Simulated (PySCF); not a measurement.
**Adding and removing an electron: NH**

PBE; H jorge-DZP-DKH, N jorge-DZP-DKH; spin-free X2C with a Gaussian nucleus (PySCF 2.14). Neutral (UKS): triplet (π ↑↑), Re = 1.071 Å, ωe = 3092 cm⁻¹, De = 3.62 eV, HOMO -7.52 eV, LUMO -3.82 eV.

NH⁺ (UKS): quartet (σ ↑, π ↑↑), Re = 1.133 Å, ωe = 2481 cm⁻¹, De = 3.66 eV to H⁺ + N. The energies at the minima are -55.18564 hartree for NH and -54.68829 for NH⁺.

Task: Work out the adiabatic ionisation energy, without and with harmonic zero-point energies (1 hartree = 27.2114 eV, 1 eV = 8065.5 cm⁻¹), and the change of the bond length.

Result: At PBE: 0.49735 hartree = 13.534 eV between the minima; the zero-point term (2481.0 − 3092.0)/2 cm⁻¹ = -0.038 eV makes it 13.496 eV. Re changes by +6.2 pm against the neutral. The electron leaves a σ orbital, and the longer bond of the ion fits a bonding orbital, or a change in how ionic the bond is.

For an ion De counts to the pair picked by the measured ionisation energies or electron affinities, which need not be the lowest pair at this level. States were picked by a PBE0 search and need not be the measured ground states.
